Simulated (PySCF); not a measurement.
LiF⁻ at UHF-MP2

Level: UHF-MP2. Li aug-cc-pVDZ, F aug-cc-pVDZ; no relativity (PySCF 2.14).

| Item | Value |
| --- | --- |
| state | ²Σ⁺ (doublet), unpaired electrons σ ↑ |
| bond length | 1.628 Å |
| harmonic wavenumber | 826 cm⁻¹ |
| force constant | 2.06 mdyn/Å |
| rotational constant Be | 1.242 cm⁻¹ |
| anharmonicity ωexe | 12.9 cm⁻¹ |
| vibration–rotation constant αe | 0.0228 cm⁻¹ |
| well depth De to Li + F⁻ | 280 kJ/mol |
| dissociation energy D0 | 275 kJ/mol |

Correlated steps freeze 1 core orbital. Correlated levels converge slowly with the basis: in double zeta they bind strong bonds too weakly, by up to about 1 eV, and carry superposition errors of some tenths. For an ion De counts to the pair picked by the measured ionisation energies or electron affinities, which need not be the lowest pair at this level. The state is the lowest determinant that a PBE0 search found; another state may lie lower at other levels.
